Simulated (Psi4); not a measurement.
Process, species as SMILES: N (NH3) + H+ → [NH4+]
B3LYP-D3(BJ)/def2-TZVP geometries, fixed; electronic energies without zero-point terms; positive where energy is released.
Largest species:
```
N
H 1 1.0250
H 1 1.0250 2 109.47
H 1 1.0250 2 109.47 3 120.00
H 1 1.0250 2 109.47 4 120.00
```
Charge +1, spin multiplicity 1.

Effect of the treatment of two-electron integrals at B3LYP/def2-TZVP with Psi4, against the last row, where the proton affinity is 212.21 kcal/mol.

| setting | largest shift of a total energy (mEh) | shift of the proton affinity (kcal/mol) |
|---|---|---|
| scf_type: df | -0.058 | 0.011 |
| scf_type: cd | -0.010 | -0.002 |
| scf_type: pk | 0.000 | 0.000 |

Within 0.02 kcal/mol in the proton affinity: scf_type: df; scf_type: cd. The largest shift is 0.058 mEh in a total energy and 0.011 kcal/mol in the difference.
